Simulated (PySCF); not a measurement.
Start geometry of trans-3-hexene, `C(C)/C=C/CC` from MMFF94s (Å):
```
atom  x, y, z in Å
C1     2.612   -0.988   -0.307
C2     1.942    0.027    0.605
C3     0.671    0.550    0.001
C4    -0.542    0.391    0.554
C5    -1.811    0.924   -0.045
C6    -2.775   -0.200   -0.393
H7     1.964   -1.854   -0.479
H8     3.542   -1.347    0.146
H9     2.859   -0.548   -1.279
H10    1.752   -0.434    1.581
H11    2.622    0.869    0.776
H12    0.769    1.094   -0.937
H13   -0.639   -0.145    1.496
H14   -2.284    1.600    0.677
H15   -1.605    1.513   -0.946
H16   -3.041   -0.784    0.495
H17   -3.698    0.211   -0.815
H18   -2.338   -0.881   -1.131
```

Q: What comes out of this run: PySCF 2.14.0, PBE0-D3(BJ)/def2-SVP geometry optimisation, gas phase?

A: 
```
atom  x, y, z in Å
C1     2.6371   -0.9987   -0.3144
C2     1.9456    0.0085    0.5999
C3     0.6770    0.5483    0.0185
C4    -0.5411    0.4111    0.5503
C5    -1.8126    0.9275   -0.0460
C6    -2.8044   -0.1817   -0.3845
H7     1.9916   -1.8715   -0.4981
H8     3.5802   -1.3586    0.1245
H9     2.8743   -0.5523   -1.2934
H10    1.7336   -0.4530    1.5787
H11    2.6388    0.8465    0.7981
H12    0.7734    1.0881   -0.9348
H13   -0.6393   -0.1380    1.4980
H14   -2.2884    1.6278    0.6648
H15   -1.5818    1.5162   -0.9494
H16   -3.0635   -0.7723    0.5089
H17   -3.7399    0.2278   -0.7955
H18   -2.3808   -0.8758   -1.1268
```

The energy falls by 0.036 eV over 7 energy and gradient evaluations, the largest force component goes from 0.0199 to 7.8e-05 Eh/bohr, and the atoms move by 0.027 Å rms after alignment. Among the bonds, C3–H12 and C4–H13 change most and about equally (+0.011 Å). Bonds longer at the end by more than 0.005 Å: 14 of 17; shorter: 3. Rotational constants go from 9319, 1381, 1303 to 9335, 1362, 1285 MHz. The orientation of the end geometry is arbitrary; only internal coordinates are fixed.

The run used 144 basis functions and 34 SCF cycles in all. The force-field search had found conformers at 0.0, 0.4, 0.8 kcal/mol (up to eight listed); the lowest was the start.

No frequency check. The numbers are those of one conformer.
